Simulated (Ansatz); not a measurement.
**CH₅BO: small, medium and large basis sets**

One table from this session's results is given with a row withheld; the runs are named, their logs left out.

The runs use Ansatz 0.2.0, Gaussian basis; one geometry, several basis sets.

The runs, in order: PBE0-D4/def2-SVP; ωB97M-V/def2-SVP; PBE0-D4/def2-QZVPP; ωB97M-V/def2-QZVPP; the functionals' def2-TZVPP values are taken from earlier runs.

## The relaxed structure

An earlier PBE0-D4 in a triple-zeta def2 set relaxation fixed the geometry.

SMILES `CBO`, 8 atoms, charge 0, spin multiplicity 1.

Atoms are counted from 1 here; the program's logs count them from 0.

Bond lengths: C1–B2 1.559 Å, C1–H4 1.092 Å, C1–H5 1.096 Å, C1–H6 1.096 Å, B2–O3 1.357 Å, B2–H7 1.207 Å, O3–H8 0.960 Å. Angles: B2–C1–H4 113.4°, B2–C1–H5 110.2°, B2–C1–H6 110.2°, H4–C1–H5 108.7°, H4–C1–H6 108.7°, H5–C1–H6 105.3°, C1–B2–O3 119.4°, C1–B2–H7 121.8°, O3–B2–H7 118.7°, B2–O3–H8 113.1°.

The first run:

in.yaml reads:

```yaml
crystal:
  periodic: [false, false, false]
  atoms:
    - {symbol: C, position_ang: [-0.618628, 0.710266, -0.324598]}
    - {symbol: B, position_ang: [0.508785, -0.240118, 0.180213]}
    - {symbol: O, position_ang: [0.240713, -1.558345, 0.355637]}
    - {symbol: H, position_ang: [-1.568290, 0.201178, -0.499394]}
    - {symbol: H, position_ang: [-0.308469, 1.205066, -1.251883]}
    - {symbol: H, position_ang: [-0.780548, 1.520108, 0.395697]}
    - {symbol: H, position_ang: [1.620532, 0.163085, 0.420791]}
    - {symbol: H, position_ang: [0.998204, -2.058441, 0.667736]}
basis:
  gaussian: {orbitals: def2-SVP}
hamiltonian: {xc: pbe0, dispersion: d4}
output: {orbitals: {seedname: orbitals}}
```

Among the steps run: PBE0-D4 in def2-SVP; ωB97M-V in def2-SVP; PBE0-D4 in def2-QZVPP; ωB97M-V in def2-QZVPP.

One table of the session follows, with a row left open; its other results are not shown here.

It belongs to the step «Density functionals: the series». 

```
functional       basis  HOMO (eV)  LUMO (eV)
   PBE0-D4    def2-SVP      -8.45       0.45
   PBE0-D4  def2-TZVPP      -8.57       0.21
   PBE0-D4  def2-QZVPP      -8.59       0.14
   ωB97M-V    def2-SVP          ?          ?
   ωB97M-V  def2-TZVPP     -10.92       2.10
   ωB97M-V  def2-QZVPP     -10.94       1.56
```

Q: Estimate the row for ωB97M-V, def2-SVP from the others.

As computed: HOMO (eV): -10.77; LUMO (eV): 2.57. In the column «HOMO (eV)» it lies between ωB97M-V, def2-TZVPP (-10.92) and PBE0-D4, def2-QZVPP (-8.59).
